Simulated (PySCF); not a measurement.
**Towards the basis-set limit for BP**

State: ³Π, triplet, unpaired electrons σ ↑, π ↑. De refers to B + P. ROHF-based CCSD(T) in PySCF 2.14 with B cc-pVTZ, P cc-pV(T+d)Z and B cc-pVQZ, P cc-pV(Q+d)Z (frozen core orbitals: 6; no relativity). Correlation energies are extrapolated as n⁻³ (n = 3, 4), Hartree–Fock as (n+1)·exp(−9√n). CV is the change on freezing 1 orbitals instead, in B cc-pwCVTZ, P cc-pwCVTZ. SR is the spin-free X2C energy in B cc-pVTZ-DK, P cc-pVTZ-DK less the non-relativistic one in B cc-pVTZ, P cc-pVTZ.

| Level | Re (Å) | ωe (cm⁻¹) | ωexe (cm⁻¹) | αe (cm⁻¹) | De (eV) |
| --- | --- | --- | --- | --- | --- |
| CCSD(T)/TZ | 1.7562 | 936.2 | 6.17 | 0.00581 | 3.094 |
| CCSD(T)/QZ | 1.7501 | 944.9 | 6.18 | 0.00581 | 3.251 |
| HF/CBS | 1.7137 | 1057.3 | n/a | 0.00517 | 1.799 |
| MP2/CBS | 1.7383 | 982.1 | 4.85 | 0.00519 | 3.455 |
| CCSD/CBS | 1.7342 | 985.6 | 6.49 | 0.00565 | 3.103 |
| CCSD(T)/CBS | 1.7464 | 951.3 | 6.17 | 0.00578 | 3.352 |
| CCSD(T)/CBS+CV | 1.7412 | 957.5 | 6.17 | 0.00580 | 3.389 |
| CCSD(T)/CBS+CV+SR | 1.7409 | 956.2 | 6.17 | 0.00581 | 3.382 |

Question: How much is left between CCSD(T)/QZ and the basis-set limit, and how much do the triples give at the limit?

Answer: CCSD(T)/CBS less CCSD(T)/QZ: -3.7 mÅ in Re, +6.4 cm⁻¹ in ωe and +0.101 eV in De. CCSD(T)/CBS less CCSD/CBS: +12.2 mÅ in Re, -34.3 cm⁻¹ in ωe and +0.249 eV in De.

Question: What do the later terms add?

Answer: CV: -5.2 mÅ in Re, +6.2 cm⁻¹ in ωe and +0.037 eV in De; SR: -0.3 mÅ in Re, -1.3 cm⁻¹ in ωe and -0.007 eV in De, each against the row above.

The T1 diagnostic is 0.035. The state was picked by a PBE0 search and need not be the measured ground state. Spin–orbit coupling, excitations beyond (T) and corrections to the Born–Oppenheimer picture are left out.

The whole job (state search and all basis sets along the bond) took about 14 min on 4 threads of Intel Xeon Platinum 8375C @ 2.90GHz (shared host), peak memory 9.3 GiB.
